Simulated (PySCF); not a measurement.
Compound: C5H13N.
Bonds: C1–N2, N2–C3, C3–C4, C3–C5, C3–C6. Hydrogens: H7, H8, H9 on C1; H10 on N2; H11, H12, H13 on C4; H14, H15, H16 on C5; H17, H18, H19 on C6.

Computed by this run: PBE0-D3(BJ)/def2-SVP geometry optimisation, gas phase (PySCF); density fitting, grid level 1; the optimiser is geomeTRIC in internal coordinates, started from an MMFF94s structure.

The end geometry, which sets the zero of energy:
```
atom  x, y, z in Å
C1      1.8006   -0.9129   -0.6631
N2      0.9586   -0.5996    0.4638
C3     -0.2999    0.1040    0.2146
C4     -0.1014    1.4617   -0.4766
C5     -1.2132   -0.7790   -0.6366
C6     -0.9473    0.3226    1.5810
H7      2.1268   -0.0470   -1.2786
H8      2.7098   -1.4183   -0.3032
H9      1.2967   -1.6208   -1.3394
H10     1.4906   -0.0820    1.1593
H11     0.3466    1.3467   -1.4755
H12    -1.0595    1.9894   -0.6038
H13     0.5626    2.1079    0.1207
H14    -1.3260   -1.7689   -0.1697
H15    -2.2085   -0.3207   -0.7363
H16    -0.8150   -0.9212   -1.6527
H17    -1.9208    0.8261    1.4842
H18    -1.0931   -0.6410    2.0909
H19    -0.3075    0.9530    2.2211
```

Task: These geometries come from the run, each turned onto the end geometry. Order them by energy, lowest first.
A.
```
atom  x, y, z in Å
C1      1.7944   -0.9424   -0.6669
N2      1.0010   -0.5702    0.4951
C3     -0.2850    0.0939    0.2125
C4     -0.0840    1.4623   -0.4599
C5     -1.2088   -0.7827   -0.6489
C6     -0.9625    0.3159    1.5787
H7      2.0823   -0.0759   -1.2686
H8      2.7186   -1.4207   -0.3257
H9      1.2806   -1.6713   -1.2996
H10     1.5638    0.0279    1.1005
H11     0.3257    1.3655   -1.4709
H12    -1.0364    1.9981   -0.5482
H13     0.5964    2.0963    0.1205
H14    -1.3285   -1.7819   -0.2145
H15    -2.2077   -0.3377   -0.7286
H16    -0.8287   -0.9003   -1.6693
H17    -1.9371    0.8043    1.4620
H18    -1.1309   -0.6337    2.1006
H19    -0.3532    0.9526    2.2314
```
B.
```
atom  x, y, z in Å
C1      1.8092   -0.8953   -0.6658
N2      0.9505   -0.6183    0.4595
C3     -0.3028    0.0988    0.2126
C4     -0.0986    1.4503   -0.4870
C5     -1.2286   -0.7830   -0.6276
C6     -0.9379    0.3288    1.5827
H7      2.1761   -0.0074   -1.2229
H8      2.6922   -1.4535   -0.3190
H9      1.2943   -1.5439   -1.3913
H10     1.4726   -0.1218    1.1783
H11     0.3853    1.3289   -1.4679
H12    -1.0601    1.9598   -0.6547
H13     0.5331    2.1164    0.1233
H14    -1.3431   -1.7680   -0.1517
H15    -2.2215   -0.3194   -0.7272
H16    -0.8356   -0.9365   -1.6442
H17    -1.9190    0.8180    1.4907
H18    -1.0675   -0.6300    2.1062
H19    -0.2987    0.9759    2.2062
```
C.
```
atom  x, y, z in Å
C1      1.8088   -0.8870   -0.6807
N2      0.9436   -0.6460    0.4452
C3     -0.3042    0.0947    0.2180
C4     -0.0972    1.4411   -0.4910
C5     -1.2287   -0.7873   -0.6097
C6     -0.9399    0.3396    1.5837
H7      2.2106    0.0117   -1.1987
H8      2.6854   -1.4526   -0.3222
H9      1.3182   -1.5194   -1.4370
H10     1.4756   -0.1555    1.1586
H11     0.3997    1.3319   -1.4678
H12    -1.0585    1.9489   -0.6720
H13     0.5213    2.1064    0.1343
H14    -1.3572   -1.7749   -0.1386
H15    -2.2217   -0.3208   -0.7046
H16    -0.8409   -0.9405   -1.6296
H17    -1.9222    0.8257    1.4724
H18    -1.0773   -0.6096    2.1236
H19    -0.3153    0.9935    2.2165
```

Result: B (0.003 eV), C (0.018 eV), A (0.057 eV).

In the order of the answer:

```csv
step,E above end (eV),largest force (eV/Å),rms force component (eV/Å),rms distance from end (Å),rms bond change (Å),bond most changed (Å)
3,0.003,0.05,0.011,0.041,0.001,N2–C3 +0.002
1,0.018,0.34,0.091,0.061,0.002,C3–C5 -0.007
0,0.057,0.85,0.229,0.051,0.008,C1–H7 -0.018
```

The cost below is that of the whole optimisation. On an Arm Neoverse V1 with one thread, shared host, this took 73 s of wall time and 0.62 GiB of memory at its peak.
